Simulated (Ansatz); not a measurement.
# Ytterbium, fcc under r²SCAN: convergence with the Methfessel-Paxton smearing

A convergence test of the Methfessel-Paxton smearing width. The geometry was relaxed under r²SCAN beforehand and stays fixed; 7 values are run, from 0.01 to 1.0 eV. Wanted are the values from which on the energy stays within 10 and 1 meV/atom, and the pressure within 0.5 GPa, of the narrowest run. Within the series other settings stay, but some runs also write fields, which adds to their time. Spin polarisation is left out.

Program: Ansatz 0.2.0. Level of theory: DFT r²SCAN, plane waves with PAW, scalar-relativistic. These are calculated values, not measurements.

### 1 The system as given

The structure is cubic, space group Fm-3m (No. 225). Conventional cell: a = 5.219 Å, b = 5.219 Å, c = 5.219 Å, α = 90.00°, β = 90.00°, γ = 90.00°. Yb (site symmetry m-3m) is surrounded by 12 Yb at 3.69 Å.

Structure file:

```xyz
1
Lattice="0.0000 2.6097 2.6097 2.6097 0.0000 2.6097 2.6097 2.6097 0.0000" Properties=species:S:1:pos:R:3 pbc="T T T"
Yb    0.0000    0.0000    0.0000
```

### 2 With a width of 0.01 eV

The run at 0.01 eV.

input.yaml

```yaml
crystal:
  lattice:
    - [0.0, 2.6096620394, 2.6096620394]
    - [2.6096620394, 0.0, 2.6096620394]
    - [2.6096620394, 2.6096620394, 0.0]
  atoms:
    - { symbol: Yb, position: [0.0, 0.0, 0.0] }
hamiltonian:
  xc: r2scan
  pseudopotentials:
    kind: paw
    azcp:
      Yb: "pseudopotentials/Yb.paw.azcp"
basis:
  ecutwfc: 500
  fft_grid_basis: typed
kpoints:
  mp_grid: { grid: [10, 10, 10], shift: [0, 0, 0] }
magnetization:
  spin_polarized: false
scf:
  occupations: { method: methfessel_paxton, width: 0.01 }
  lower_state_search: "off"
output:
  stress: true
```

The run is started by

```console
$ ansatz run input.yaml --threads 2 --pin off --max-ram 5120MiB --backend cpu --events-out ev --progress --plain --runs-dir out
```

### 3 With a width of 0.03 eV

The run at 0.03 eV.

Edit input.yaml of step 2 so:

```diff
@@ -21,3 +21,3 @@
 scf:
-  occupations: { method: methfessel_paxton, width: 0.01 }
+  occupations: { method: methfessel_paxton, width: 0.03 }
   lower_state_search: "off"
```

### 4 With a width of 0.1 eV

The run at 0.1 eV.

Edit input.yaml of step 3 so:

```diff
@@ -21,3 +21,3 @@
 scf:
-  occupations: { method: methfessel_paxton, width: 0.03 }
+  occupations: { method: methfessel_paxton, width: 0.1 }
   lower_state_search: "off"
```

### 5 With a width of 0.2 eV

The run at 0.2 eV.

Edit input.yaml of step 4 so:

```diff
@@ -21,3 +21,3 @@
 scf:
-  occupations: { method: methfessel_paxton, width: 0.1 }
+  occupations: { method: methfessel_paxton, width: 0.2 }
   lower_state_search: "off"
@@ -25 +25,5 @@
   stress: true
+  write_density: true
+  write_potential: true
+  elf: true
+  volumetric_format: npy
```

### 6 With a width of 0.3 eV

The run at 0.3 eV.

Edit input.yaml of step 5 so:

```diff
@@ -21,3 +21,3 @@
 scf:
-  occupations: { method: methfessel_paxton, width: 0.2 }
+  occupations: { method: methfessel_paxton, width: 0.3 }
   lower_state_search: "off"
@@ -25,5 +25 @@
   stress: true
-  write_density: true
-  write_potential: true
-  elf: true
-  volumetric_format: npy
```

### 7 With a width of 0.6 eV

The run at 0.6 eV.

Edit input.yaml of step 6 so:

```diff
@@ -21,3 +21,3 @@
 scf:
-  occupations: { method: methfessel_paxton, width: 0.3 }
+  occupations: { method: methfessel_paxton, width: 0.6 }
   lower_state_search: "off"
@@ -25 +25,5 @@
   stress: true
+  write_density: true
+  write_potential: true
+  elf: true
+  volumetric_format: npy
```

### 8 With a width of 1.0 eV

The run at 1.0 eV.

Edit input.yaml of step 7 so:

```diff
@@ -21,3 +21,3 @@
 scf:
-  occupations: { method: methfessel_paxton, width: 0.6 }
+  occupations: { method: methfessel_paxton, width: 1.0 }
   lower_state_search: "off"
@@ -25,5 +25 @@
   stress: true
-  write_density: true
-  write_potential: true
-  elf: true
-  volumetric_format: npy
```

(Steps that only read results are left out.)

Q: Predict the outcome of this session.

As calculated:

```
                                           quantity                        value
       E(σ → 0) stays within 10 meV/atom of 0.01 eV                 up to 0.1 eV
                   E(σ → 0) stays within 1 meV/atom                 up to 0.1 eV
                      pressure stays within 0.5 GPa                 up to 1.0 eV
                                pressure at 0.01 eV                    -0.28 GPa
energy of a separate run on a finer mesh (17×17×17)  +10.4 meV/atom from 0.01 eV
```

**Reading.** At 1.0 eV the energy differs by +287.2 meV/atom and the pressure by +0.2 GPa. Over the range F shifts by +345.9 meV/atom, while E(σ → 0) shifts by +287.2. This scheme cancels the term in the square of the width, but sharp features in the density of states still move F. The mesh (10×10×10) is fixed, so the narrowest widths carry a k-point error of their own. The yardstick itself is unsettled by 10.4 meV/atom against the finer mesh, so the thresholds above hold only within this series, and wider smearing, which averages over more states, can land nearer the fine-mesh value than the narrowest does. The cell taken over is 14 % smaller than the measured one (41.28 Å³/atom, COD), which weighs on all values here.
